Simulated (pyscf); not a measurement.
`[F][SiH2][SiH]([F])[F]` -> `[F][SiH]([F])[F]` + `[SiH2]` [singlet] (1,1-elimination; singlet surface; F–Si, Si–Si broken, F–Si formed). PySCF, gas phase, ωB97X-D3(BJ)/def2-SVP geometries. Correlated levels are frozen-core, on RHF or UHF. ΔMP2 is the change of the MP2 total energy from the triple- to the quadruple-zeta basis. Energies in kcal/mol from the reactant's lowest minimum found.

```tsv
level	barrier	reaction energy
r²SCAN/def2-TZVP	(withheld)	+47.5
B3LYP-D3(BJ)/def2-TZVP	44.8	+43.7
ωB97M-D3(BJ)/def2-TZVP	42.2	+40.5
HF/def2-TZVP	53.8	+37.6
MP2/def2-QZVPP	46.4	+44.7
CCSD(T)/def2-TZVPP	44.7	+39.9
CCSD(T)/def2-TZVPP + ΔMP2(QZVPP)	(withheld)	(withheld)
```

Problem. What belongs in the gaps?

Solution. 
- r²SCAN/def2-TZVP, barrier: 43.5
- CCSD(T)/def2-TZVPP + ΔMP2(QZVPP), barrier: 45.0
- CCSD(T)/def2-TZVPP + ΔMP2(QZVPP), reaction energy: +41.4

Of the functionals in the table, B3LYP-D3(BJ) is closest to CCSD(T)/def2-TZVPP + ΔMP2(QZVPP) in the barrier (0.1 kcal/mol apart) and ωB97M-D3(BJ) least close (2.8 kcal/mol); that level has limits of its own. On the product side the descent ends in a complex, 5.9 kcal/mol under the separated species and 2.9 kcal/mol under the saddle at ωB97X-D3(BJ)/def2-TZVP. At r²SCAN the saddle lies under the separated products, which points to a path from their complex (located at ωB97X-D3(BJ) alone), and parting the products costs more than the saddle. At ωB97X-D3(BJ) the barrier from the zero used here is 47.3 kcal/mol. F–SiH₂–SiH(F)–F lies 11.5 kcal/mol over its isomer F–Si(F)(F)–SiH₃ (electronic energy, ωB97M-D3(BJ)). This is the saddle that the search found; another between the same sides may lie lower. The CCSD(T) − MP2 part came from Ansatz, without density fitting, on the same reference.
